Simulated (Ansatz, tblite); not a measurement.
Cost and result up the ladder for (H3Si)2CH2 (CH8Si2) (11 atoms). The state is a singlet with charge 0. Geometry: PBE-D4/def2-SVP.

```csv
atom,x (Å),y (Å),z (Å)
Si1,1.520,-0.524,-0.100
H2,2.371,-1.497,0.672
H3,2.174,0.832,-0.041
H4,1.476,-0.966,-1.539
C5,-0.233,-0.435,0.607
Si6,-1.377,0.791,-0.273
H7,-0.824,2.187,-0.161
H8,-1.487,0.440,-1.733
H9,-2.758,0.775,0.326
H10,-0.173,-0.157,1.682
H11,-0.689,-1.447,0.560
```

Ansatz on 4 threads of AMD EPYC 7B13 on a shared host; xTB runs through tblite on one thread. Times are rough, summed over both states, and most runs start from the orbitals of an earlier one. PBE0-D4/def2-TZVP serves as the yardstick here, not as an exact answer. The other state is a triplet.

The xTB rows come from tblite.

xTB has no spin-polarisation term.

```csv
level,functions,vertical triplet (eV),difference from PBE0-D4/def2-TZVP (eV)
GFN2-xTB,30,5.90,-1.43
GFN1-xTB,38,6.42,-0.91
PBE0-D4/def2-TZVP,153,7.33,0.00
PBE-D4/def2-TZVP (with forces),153,6.87,-0.46
r2SCAN-D4/def2-TZVP,153,7.16,-0.18
```

Q: Estimate how long each takes.

A: GFN2-xTB 0.013 s; GFN1-xTB 0.016 s; PBE-D4/def2-TZVP (with forces) 4.3 s; PBE0-D4/def2-TZVP 5 s; r2SCAN-D4/def2-TZVP 5.7 s. On shared hardware such times vary by a factor of up to 3.
